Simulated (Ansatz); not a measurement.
**Nudged elastic band run: C3H5**

Input:

```yaml
crystal:
  periodic: [false, false, false]
  atoms:
    - { symbol: C, position_ang: [-0.460052, 0.964377, -0.625617] }
    - { symbol: C, position_ang: [0.344517, 0.234161, 0.233177] }
    - { symbol: C, position_ang: [0.222854, -1.125905, 0.464463] }
    - { symbol: H, position_ang: [-1.263405, 0.480507, -1.187581] }
    - { symbol: H, position_ang: [-0.315342, 2.036008, -0.769369] }
    - { symbol: H, position_ang: [1.136184, 0.7716, 0.767839] }
    - { symbol: H, position_ang: [-0.550317, -1.712616, -0.038825] }
    - { symbol: H, position_ang: [0.885571, -1.648143, 1.155902] }
magnetization:
  spin_polarized: true
  initial_magnetization: 1
basis:
  gaussian: { orbitals: cc-pVDZ }
hamiltonian:
  xc: pbe0
  dispersion: d4
neb:
  order_check: false
  images: 5
  f_tol: 0.03
  max_iterations: 60
  final_atoms:
    - { symbol: C, position_ang: [-0.45941958, 0.96482944, -0.62672104] }
    - { symbol: C, position_ang: [0.34392068, 0.23309514, 0.23195112] }
    - { symbol: C, position_ang: [0.22119801, -1.12644745, 0.46580545] }
    - { symbol: H, position_ang: [-0.31273124, 2.03658451, -0.76781031] }
    - { symbol: H, position_ang: [-1.2651605, 0.4833834, -1.18736305] }
    - { symbol: H, position_ang: [1.13597204, 0.77021643, 0.76660038] }
    - { symbol: H, position_ang: [-0.54991349, -1.71465547, -0.03888966] }
    - { symbol: H, position_ang: [0.88614409, -1.64701699, 1.15641611] }
  initial_path:
    images:
      - { positions_ang: [[-0.460052, 0.964377, -0.625617], [0.344517, 0.234161, 0.233177], [0.222854, -1.125905, 0.464463], [-1.263405, 0.480507, -1.187581], [-0.315342, 2.036008, -0.769369], [1.136184, 0.7716, 0.767839], [-0.550317, -1.712616, -0.038825], [0.885571, -1.648143, 1.155902]] }
      - { positions_ang: [[-0.46583861, 0.95989099, -0.61855468], [0.30831952, 0.23852921, 0.26650959], [0.25472432, -1.12454897, 0.43405466], [-1.34543359, 0.72169206, -0.93763277], [-0.22117789, 1.78024048, -1.02272631], [1.01377503, 0.78407721, 0.87550571], [-0.43108843, -1.71753002, -0.14394929], [0.88672966, -1.64236195, 1.14678208]] }
      - { positions_ang: [[-0.47162522, 0.95540499, -0.61149236], [0.27212203, 0.24289742, 0.29984219], [0.28659463, -1.12319295, 0.40364632], [-1.42746219, 0.96287712, -0.68768453], [-0.12701378, 1.52447295, -1.27608362], [0.89136606, 0.79655442, 0.98317243], [-0.31185985, -1.72244404, -0.24907358], [0.88788831, -1.63658091, 1.13766215]] }
      - { positions_ang: [[-0.47741183, 0.95091898, -0.60443003], [0.23592455, 0.24726563, 0.33317478], [0.31846495, -1.12183692, 0.37323797], [-1.50949078, 1.20406218, -0.4377363], [-0.03284967, 1.26870543, -1.52944092], [0.76895709, 0.80903163, 1.09083914], [-0.19263128, -1.72735806, -0.35419786], [0.88904697, -1.63079986, 1.12854223]] }
      - { positions_ang: [[-0.47141442, 0.9555558, -0.61186037], [0.27192326, 0.24254213, 0.29943356], [0.28604264, -1.12337377, 0.4040938], [-1.11057094, 1.48156962, -0.54776097], [-0.44361994, 1.00693142, -1.41541496], [0.89129541, 0.79609323, 0.98275955], [-0.31172535, -1.72312387, -0.24909513], [0.88807934, -1.63620557, 1.13783352]] }
      - { positions_ang: [[-0.465417, 0.96019262, -0.6192907], [0.30792197, 0.23781863, 0.26569234], [0.25362033, -1.12491061, 0.43494962], [-0.71165109, 1.75907707, -0.65778564], [-0.85439022, 0.74515741, -1.30138901], [1.01363372, 0.78315483, 0.87467996], [-0.43081942, -1.71888967, -0.1439924], [0.88711172, -1.64161128, 1.14712482]] }
      - { positions_ang: [[-0.45941958, 0.96482944, -0.62672104], [0.34392068, 0.23309514, 0.23195112], [0.22119801, -1.12644745, 0.46580545], [-0.31273124, 2.03658451, -0.76781031], [-1.2651605, 0.4833834, -1.18736305], [1.13597204, 0.77021643, 0.76660038], [-0.54991349, -1.71465547, -0.03888966], [0.88614409, -1.64701699, 1.15641611]] }
```

Command:

```bash
$ ansatz run input.yaml --threads 1 --pin off --max-ram 2048MiB --backend cpu --events-out ev --progress --plain --runs-dir out
```

Output, in part (warnings, iteration lines, the closing report on the highest movable image, with atoms numbered from 0):

```
NEB end point (image 0): max|allowed force component| = 1.408e-2 eV/Å (the criterion of neb.relax_end_points is 1.000e-2)
NEB end point (image 6): max|allowed force component| = 1.281e-3 eV/Å (the criterion of neb.relax_end_points is 1.000e-2)
NEB iter   1: max|band force component| = 2.392e1 eV/Å  barrier→ = 6.1725 eV  barrier← = 6.1726 eV  Δτ_max = 0.1869 Å  (207 SCF iters)
NEB iter   2: max|band force component| = 5.057e0 eV/Å  barrier→ = 1.9342 eV  barrier← = 1.9342 eV  Δτ_max = 0.1717 Å  (176 SCF iters)
NEB iter   3: max|band force component| = 2.549e0 eV/Å  barrier→ = 1.0283 eV  barrier← = 1.0284 eV  Δτ_max = 0.1266 Å  (172 SCF iters)
NEB iter   4: max|band force component| = 8.220e-1 eV/Å  barrier→ = 0.7448 eV  barrier← = 0.7448 eV  Δτ_max = 0.0524 Å  (170 SCF iters)
NEB iter   5: max|band force component| = 2.975e-1 eV/Å  barrier→ = 0.7352 eV  barrier← = 0.7352 eV  CI = image 3  Δτ_max = 0.0186 Å  (163 SCF iters)
NEB iter   6: max|band force component| = 1.356e-1 eV/Å  barrier→ = 0.7350 eV  barrier← = 0.7350 eV  CI = image 3  Δτ_max = 0.0078 Å  (145 SCF iters)
NEB iter   7: max|band force component| = 3.422e-2 eV/Å  barrier→ = 0.7349 eV  barrier← = 0.7350 eV  CI = image 3  Δτ_max = 0.0021 Å  (135 SCF iters)
NEB iter   8: max|band force component| = 6.268e-3 eV/Å  barrier→ = 0.7349 eV  barrier← = 0.7350 eV  CI = image 3  Δτ_max = 0.0000 Å  (266 SCF iters)
Total energy: -3186.22760670 eV, -117.0917048436 hartree
Atom 0 at    -0.521602     0.949471    -0.659813 Å, force    -0.000136    -0.000193    -0.000183 eV/Å
Atom 1 at     0.239402     0.190435     0.335931 Å, force     0.000033     0.000626    -0.000008 eV/Å
Atom 2 at     0.332311    -1.140994     0.392032 Å, force     0.000157     0.000699     0.000608 eV/Å
Atom 3 at    -1.539610     1.288962    -0.447046 Å, force    -0.000424    -0.000147     0.000097 eV/Å
Atom 4 at    -0.032738     1.347679    -1.553844 Å, force     0.000281     0.000195    -0.000615 eV/Å
Atom 5 at     0.777327     0.776839     1.099050 Å, force     0.000062    -0.000378     0.000247 eV/Å
Atom 6 at    -0.177255    -1.779057    -0.335353 Å, force    -0.000636     0.000042    -0.000684 eV/Å
Atom 7 at     0.922175    -1.633345     1.169033 Å, force     0.000664    -0.000843     0.000536 eV/Å
Dipole moment:     0.004672     0.048866     0.008946 e Å
```

The run converged. A vibrational analysis at the climbing image gives one clearly imaginary mode, 403i cm⁻¹: a first-order saddle point.

Final band (atoms are numbered from 1 in the order of the input):

```
image  path coordinate (Å)  energy (eV)  dihedral H4–C1–C2–C3 (°)
    0                 0.00         0.00                         0
    1                 0.60         0.22                        28
    2                 1.20         0.60                        62
    3                 1.81         0.73                        96
    4                 2.41         0.60                       122
    5                 3.01         0.22                       150
    6                 3.61         0.00                       180
```

Run time: 64 s on 1 thread of AMD EPYC 9R45 96-Core Processor (Zen 5), on a shared host, peak memory 0.16 GiB.
